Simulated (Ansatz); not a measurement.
System: rock-salt LiBr. Method: G0W0@LDA (Ansatz, a first-principles code, plane waves, hard PAW, contour deformation).

The same calculation (at the measured cell, 20.808 Å³/atom) with different numerical settings; throughout: k mesh 2×2×2:

| run | response cutoff (eV) | empty bands | quasiparticle gap on the mesh (eV) | quasiparticle gap at Γ (eV) | rough time |
|---|---|---|---|---|---|
| 1 | 100 | 174 | 6.473 | 6.473 | 5 core-s |
| 2 | 150 | 319 | 6.589 | 6.589 | 10 core-s |
| 3 | 200 | 491 | 6.625 | 6.625 | 30 core-s |
| 4 | 250 | 686 | 6.649 | 6.649 | 40 core-s |
| 5 | 300 | 902 | 6.659 | 6.659 | 80 core-s |
| 6 | 400 | 1389 | 6.667 | 6.667 | 4 core-min |

In the column quasiparticle gap on the mesh (eV) the first row differs from the last by -0.194 and the next to last by -0.008.

The last row is no converged limit: other settings stay fixed.

Spin–orbit coupling is not included.
